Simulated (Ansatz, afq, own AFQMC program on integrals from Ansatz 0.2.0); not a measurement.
AFQMC on a folder of integrals that Ansatz 0.2.0 wrote.

```yaml
crystal:
  periodic: [false, false, false]
  atoms:
    - {symbol: Al, position_ang: [-0.005324, 0.009022, -0.000018]}
    - {symbol: H, position_ang: [1.580452, 0.024073, -0.000101]}
    - {symbol: H, position_ang: [-0.652766, 1.106241, -0.002260]}
    - {symbol: H, position_ang: [-0.785177, -1.371823, 0.002855]}
basis:
  gaussian: {orbitals: cc-pVDZ}
magnetization: {spin_polarized: false}
correlation: {method: ccsd_t, electrons: outside_noble_gas, hamiltonian_folder: ham}
```

```sh
$ ansatz run in.yaml --threads 1 --pin off --events-out ev --progress --plain --max-ram 16896MiB --backend cuda --devices 0, --max-vram 18GiB
```

Options of the walk:

```
--method phaseless --trial cisd --walkers 160 --populations 1 --least-time 40 --time-step 0.005 --steps-per-block 25 --equilibration-blocks 80 --max-blocks 480 --target-error 0.00058 --factor-cut 1e-05 --seed 5829 --taylor-order 4
```

Times are imaginary, in 1/Eh. The walk had a cap of 60 s.

```
orbitals 28  electrons 3 3  factors 204 of 308
reference energy -243.59358917 Eh
CCSD correlation -0.10182583 Eh in 8 cycles, weight of the determinant in the CISD state 0.9409
energy of the start -243.695410 Eh
 block  time / (1/Eh)  mean weight  energy / Eh
     1     0.125  1.0006  -243.694937
     2     0.250  0.9993  -243.694795
     3     0.375  1.0001  -243.694776
     4     0.500  1.0010  -243.694876
     5     0.625  1.0002  -243.694983
     8     1.000  1.0004  -243.695465
    11     1.375  1.0000  -243.695357
    41     5.125  0.9985  -243.696907
    71     8.875  0.9990  -243.696801
   101    12.625  0.9994  -243.696684
   131    16.375  0.9991  -243.696352
   161    20.125  0.9998  -243.697388
   191    23.875  1.0007  -243.696565
   221    27.625  1.0004  -243.696471
   251    31.375  1.0005  -243.696701
   281    35.125  0.9996  -243.697100
   311    38.875  1.0001  -243.696687
   331    41.375  0.9987  -243.696071
   341    42.625  1.0015  -243.696664
   371    46.375  1.0005  -243.696385
   391    48.875  0.9999  -243.696823
blocks merged  error / Eh  count
     1  0.000025  320
     2  0.000031  160
     4  0.000038  80
     8  0.000041  40
    16  0.000049  20
    32  0.000052  10
energy -243.696630 +/- 0.000049 Eh
(rows thinned)
```

Task: Estimate how long the walk took on 1 × NVIDIA H100 80GB HBM3 with 2 threads of AMD EPYC 7R13 Processor (Zen 3) (shared host) (the card was shared).

Result: 36 s of wall time.

The run passed its tests (sampling time, drift between the halves within three errors, error under three times the target), which doesn't prove that it has relaxed.

Against this walk (error 1.3 meV) on the same determinant: CCSD(T) 5.6 meV higher, CCSDT(Q) 4.0 meV lower, CCSDTQ 4.2 meV lower, full CI 4.2 meV lower, a separate phaseless walk with a CISD trial and standard settings 3.4 ± 1.7 meV lower. The error is statistical and leaves out the bias of the constraint.

Cautions: constraint bias not in the error.

CCSDT and higher add their correlation energy to the determinant of the CCSD(T) run, since their own runs factorise the integrals more tightly (a shift of under 2 meV). A walk keeps the symmetry of its determinant, which the program's search chose and which needn't be the lowest solution, so a lower state of the same spin and another symmetry isn't excluded.
